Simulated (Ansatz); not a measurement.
## Worked example: ideal-gas entropy of C4H5N ((Z)-2-Butenenitrile)

A singlet with charge 0, relaxed at PBE/def2-SVP (Ansatz 0.2.0):

```xyz
10

C    -0.8837   -0.9204    0.3385
C     0.4967   -0.3753    0.4929
C     1.0032    0.7175   -0.1337
C     0.2591    1.5181   -1.0544
N    -0.3414    2.1852   -1.8135
H    -1.4945   -0.3270   -0.3688
H    -0.8502   -1.9726   -0.0181
H    -1.4043   -0.9483    1.3200
H     1.1728   -0.9106    1.1824
H     2.0424    1.0334    0.0549
```

Harmonic wavenumbers in cm⁻¹: 148, 159, 280, 379, 520, 645, 725, 898, 944, 949, 1010, 1079, 1206, 1323, 1362, 1398, 1402, 1650, 2262, 2964, 3032, 3079, 3096, 3115.

Masses in u: C 12.011, N 14.007, H 1.008. Take T = 298.15 K, p = 1 bar, R = 8.3145 J/(mol K), kT/hc = 207.22 cm⁻¹, rigid rotor and harmonic oscillator.

Problem. Work out S° at 298 K.

Solution. 
1. Translation (Sackur–Tetrode): S = R[3/2 ln M + 5/2 ln T − 1.1517] with M = 67.091 gives 161.3 J/(mol K).
2. Rotation: principal moments 42.043, 149.620, 188.492 u Å² give A, B, C = 0.401, 0.1127, 0.0894 cm⁻¹; the symmetry number is σ = 1; q = (√π/σ)√((kT/hc)³/ABC) = 83180; S = R(ln q + 3/2) = 106.7.
3. Vibration: with u = ν̃/207.22, each mode gives R[u/(eᵘ − 1) − ln(1 − e⁻ᵘ)]; the sum is 40.8, most from 148 cm⁻¹ (11.3), 159 cm⁻¹ (10.7), 280 cm⁻¹ (6.4).
4. Spin: R ln 1 = 0.0.
5. Sum: 161.3 + 106.7 + 40.8 + 0.0 = 308.8 J/(mol K).

No measured value is set beside it here. Where a soft mode is a torsion, a harmonic oscillator describes it poorly.
